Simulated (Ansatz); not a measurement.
# C₂H₅O+ (triplet): energies up the ladder

Aim: energies up the ladder, for C₂H₅O+ (triplet), with the cost of each level. Charge +1. Spin multiplicity 3.

Method: the levels named in each step, in Ansatz 0.2.0.

## Step 1: The structure to begin with

Bond lengths: C1–C2 1.536 Å, C2–O3 1.310 Å, C1–H4 1.086 Å, C1–H5 1.088 Å, C1–H6 1.087 Å, C2–H7 1.120 Å, C2–H8 1.121 Å. Angles: C1–C2–O3 116.8°, C1–C2–H7 108.9°, C1–C2–H8 108.8°, O3–C2–H7 109.9°, O3–C2–H8 109.7°, H7–C2–H8 101.6°, C2–C1–H4 110.4°, C2–C1–H5 109.6°, C2–C1–H6 109.6°, H4–C1–H5 109.6°, H4–C1–H6 109.6°, H5–C1–H6 108.1°.

As a file:

```xyz
8

C     1.2461   -0.1989    0.2397
C    -0.2790   -0.3685    0.1849
O    -0.9562    0.5715   -0.4259
H     1.7019   -1.0331    0.7656
H     1.6439   -0.1448   -0.7712
H     1.4916    0.7301    0.7484
H    -0.6666   -0.5006    1.2273
H    -0.5163   -1.3640   -0.2723
```

## Step 2: A rough first relaxation, PBE-D4/def2-SVP

Contents of input.yaml:

```yaml
crystal:
  periodic: [false, false, false]
  atoms:
    - { symbol: C, position_ang: [1.24614, -0.19888, 0.23966] }
    - { symbol: C, position_ang: [-0.27904, -0.36852, 0.1849] }
    - { symbol: O, position_ang: [-0.95621, 0.57151, -0.42587] }
    - { symbol: H, position_ang: [1.70188, -1.03311, 0.76563] }
    - { symbol: H, position_ang: [1.64394, -0.14483, -0.77121] }
    - { symbol: H, position_ang: [1.49165, 0.73014, 0.74844] }
    - { symbol: H, position_ang: [-0.66662, -0.50058, 1.22732] }
    - { symbol: H, position_ang: [-0.51633, -1.36401, -0.27229] }
magnetization:
  spin_polarized: true
  initial_magnetization: 2
total_charge: 1
basis:
  gaussian: { orbitals: def2-SVP }
hamiltonian:
  xc: pbe
  dispersion: d4
relax:
  f_tol: 0.03
  max_steps: 200
```

Launch:

```
> ansatz run input.yaml --threads 4 --pin off --max-ram 10240MiB --backend cpu --events-out ev --progress --plain --runs-dir out
```

The runs that follow: Relaxation, PBE0-D4/def2-TZVPP; Frequencies, PBE0-D4/def2-TZVPP; Single point, PBE-D4/def2-TZVPP; Single point, r2SCAN-D4/def2-TZVPP; Single point, B3LYP-D4/def2-TZVPP; Single point, wB97M-V/def2-TZVPP; Single point, B2PLYP/def2-TZVPP; Single point, LDA/def2-TZVPP; Single point, PBE0-D4/def2-SVP; Single point, PBE-D4/def2-SVP; Single point, CCSD(T)/def2-TZVPP; Single point, MP2/def2-QZVPP.

Q: Predict the outcome of this session. Wanted: C1–C2 at PBE0-D4/def2-TZVPP; C2–O3 at PBE0-D4/def2-TZVPP; frequencies at PBE0-D4/def2-TZVPP; energy at CCSD(T)/CBS.

**Answer**, as computed:

```
                         quantity             value
      C1–C2 at PBE0-D4/def2-TZVPP           1.605 Å
      C2–O3 at PBE0-D4/def2-TZVPP           1.278 Å
frequencies at PBE0-D4/def2-TZVPP  174 to 3206 cm⁻¹
            energy at CCSD(T)/CBS      -4185.667 eV
```

What this shows: No mode is imaginary, so the geometry is a minimum. These totals serve in differences with atoms or fragments at the same level; alone they don't rank the methods.
